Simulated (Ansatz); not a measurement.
Born–Oppenheimer molecular dynamics of C₂H₃S (6 atoms, charge 1, multiplicity 1). It starts from a relaxed structure.

The calculation used UKS BLYP-D4/STO-3G (Ansatz 0.2.0).

| Quantity | Value |
| --- | --- |
| ensemble | NVE (velocity Verlet) |
| time step | 0.25 fs |
| steps asked | 266 |
| starting velocities drawn for | 100 K |
| seed | 41448 |

Frames 0.5 fs apart, positions in Å.

Velocities at 22.5 fs (Å/ps):

```
C -0.41 -0.96 -0.06
C -0.21 0.91 0.75
S 0.14 -0.15 0.10
H -2.03 0.74 -9.20
H 1.63 5.45 2.29
H 3.19 -0.92 -4.53
```

```xyz
6
Properties=species:S:1:pos:R:3 time_fs=22.5 energy_less_start_eV=0.042 T=19
C -0.650 0.001 -0.855
C 0.091 -0.180 0.211
S 1.190 -0.681 1.358
H -1.780 0.055 -0.854
H -0.128 0.186 -1.823
H 1.447 0.609 1.889
6
Properties=species:S:1:pos:R:3 time_fs=23.0 energy_less_start_eV=0.042 T=19
C -0.650 0.001 -0.855
C 0.091 -0.179 0.212
S 1.190 -0.681 1.358
H -1.781 0.056 -0.858
H -0.127 0.189 -1.823
H 1.448 0.608 1.886
6
Properties=species:S:1:pos:R:3 time_fs=23.5 energy_less_start_eV=0.041 T=21
C -0.650 0.001 -0.855
C 0.091 -0.179 0.212
S 1.190 -0.681 1.358
H -1.780 0.056 -0.863
H -0.126 0.192 -1.823
H 1.450 0.607 1.884
6
Properties=species:S:1:pos:R:3 time_fs=24.0 energy_less_start_eV=0.039 T=24
C -0.651 0.000 -0.855
C 0.091 -0.179 0.213
S 1.190 -0.681 1.358
H -1.779 0.056 -0.867
H -0.125 0.195 -1.824
H 1.451 0.605 1.881
6
Properties=species:S:1:pos:R:3 time_fs=24.5 energy_less_start_eV=0.038 T=27
C -0.652 0.000 -0.856
C 0.092 -0.178 0.214
S 1.190 -0.681 1.358
H -1.777 0.056 -0.871
H -0.124 0.198 -1.825
H 1.452 0.603 1.879
6
Properties=species:S:1:pos:R:3 time_fs=25.0 energy_less_start_eV=0.037 T=29
C -0.653 0.000 -0.856
C 0.092 -0.178 0.214
S 1.190 -0.681 1.358
H -1.774 0.055 -0.875
H -0.123 0.201 -1.827
H 1.454 0.601 1.876
6
Properties=species:S:1:pos:R:3 time_fs=25.5 energy_less_start_eV=0.037 T=29
C -0.654 -0.001 -0.856
C 0.093 -0.178 0.215
S 1.190 -0.681 1.358
H -1.771 0.054 -0.878
H -0.122 0.204 -1.830
H 1.455 0.598 1.874
6
Properties=species:S:1:pos:R:3 time_fs=26.0 energy_less_start_eV=0.038 T=27
C -0.655 -0.001 -0.857
C 0.093 -0.178 0.216
S 1.190 -0.681 1.358
H -1.768 0.054 -0.881
H -0.122 0.206 -1.832
H 1.457 0.596 1.872
6
Properties=species:S:1:pos:R:3 time_fs=26.5 energy_less_start_eV=0.040 T=23
C -0.655 -0.001 -0.857
C 0.094 -0.178 0.217
S 1.190 -0.681 1.358
H -1.766 0.053 -0.884
H -0.122 0.209 -1.834
H 1.458 0.594 1.870
6
Properties=species:S:1:pos:R:3 time_fs=27.0 energy_less_start_eV=0.042 T=18
C -0.656 -0.001 -0.857
C 0.095 -0.178 0.218
S 1.190 -0.681 1.358
H -1.764 0.052 -0.886
H -0.122 0.211 -1.835
H 1.460 0.592 1.868
6
Properties=species:S:1:pos:R:3 time_fs=27.5 energy_less_start_eV=0.044 T=15
C -0.657 -0.001 -0.858
C 0.096 -0.178 0.219
S 1.190 -0.681 1.358
H -1.764 0.051 -0.888
H -0.123 0.214 -1.836
H 1.462 0.591 1.867
6
Properties=species:S:1:pos:R:3 time_fs=28.0 energy_less_start_eV=0.045 T=12
C -0.657 -0.001 -0.858
C 0.097 -0.178 0.219
S 1.190 -0.681 1.358
H -1.764 0.049 -0.890
H -0.124 0.215 -1.837
H 1.464 0.591 1.866
```

Of the whole run (66 fs, mean temperature of the second half 63 K): The conserved energy stayed within 0.0073 meV per atom of its start (net change 0.0042 meV per atom), so the integration is sound. A run of 0.067 ps of so small a system gives no equilibrium averages. Limits of this set-up: minimal basis, the dipole of an ion depends on the origin.

The run took 3.9 min on 1 thread of Arm Neoverse V1, with other jobs on the host, peak memory 0.18 GiB.
